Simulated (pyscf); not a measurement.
**Routes from `[NH2][Si]([Cl])[Cl]` [doublet] + `[NH3]`**

Candidate steps break at most two bonds and form at most two. Each was searched with GFN2-xTB (tblite) first. Optimised with ωB97X-D3(BJ)/def2-SVP in PySCF. Energies: ωB97M-D3(BJ)/def2-TZVP, eV, from the separated reactants, doublet surface; ΔG‡ with ideal gas, 1 atm, RRHO with modes under 100 cm⁻¹ raised to 100, one conformer, R ln 2 for chiral ones without a mode under 150 cm⁻¹.

```csv
products,type,ΔE‡,ΔE,ΔG‡ 298 K,ΔG‡ 900 K,ν‡ (cm⁻¹)
H₂N–Si(NH₂)(Cl)–Cl + H•,substitution at N,0.71,-0.13,1.08,2.08,1761i
H₂N–SiH(Cl)–Cl + NH₂•,hydrogen abstraction,0.92,+0.73,1.18,1.97,1008i
```

Row 1: On the reactant side the descent ends in a bound adduct, 0.35 eV under the separated species and 1.16 eV under the saddle at ωB97X-D3(BJ)/def2-TZVP. 

Plain bond fissions and candidates not yet searched are not listed, and one of them may be faster. Each barrier is that of the saddle found; lower ones may exist.
